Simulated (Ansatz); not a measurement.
Frontier orbitals of `NBF`.

Z-matrix (Å, degrees):
```
N
B 1 1.389
H 1 1.006 2 122.9
H 1 1.004 2 122.4 3 -180.0
F 2 1.338 1 119.2 3 0.0
H 2 1.196 1 121.8 3 -180.0
```

The species carries charge 0 and has multiplicity 1. The structure was optimised at the PBE0-D4/def2-TZVP level. It is one conformer, not always the lowest. Basis def2-TZVPP, the Gaussian-basis code of Ansatz.

```tsv
functional	HOMO (eV)	LUMO (eV)	gap (eV)
PBE	-7.11	-0.07	7.04
PBE0	-8.58	0.92	9.50
r2SCANh	-7.96	0.71	8.67
r2SCAN0	-8.79	1.20	9.99
CAM-B3LYP	-10.05	1.68	11.73
LC-ωPBE	-11.49	2.98	14.47
ωB97X-V	-11.08	2.81	13.89
ωB97M-V	-10.99	2.27	13.26
```

**Question.** What is the vertical ionisation energy at frozen-core CCSD(T)/CBS(def2)? (Best estimate.)

**Answer.** The calculation gave: 11.45 eV (T1 of the cation 0.019).

From PBE to PBE0 the HOMO moves by −1.46 eV and the LUMO by +0.99 eV, and with ωB97M-V by −3.87 and +2.33 eV, so the gap grows from 7.05 to 13.25 eV with exact exchange. A positive LUMO is unbound and depends on the basis. −ε(HOMO) differs from that ionisation energy by −4.34 eV with PBE and −0.46 eV with ωB97M-V.

LC-ωPBE has ω = 0.4 bohr⁻¹.
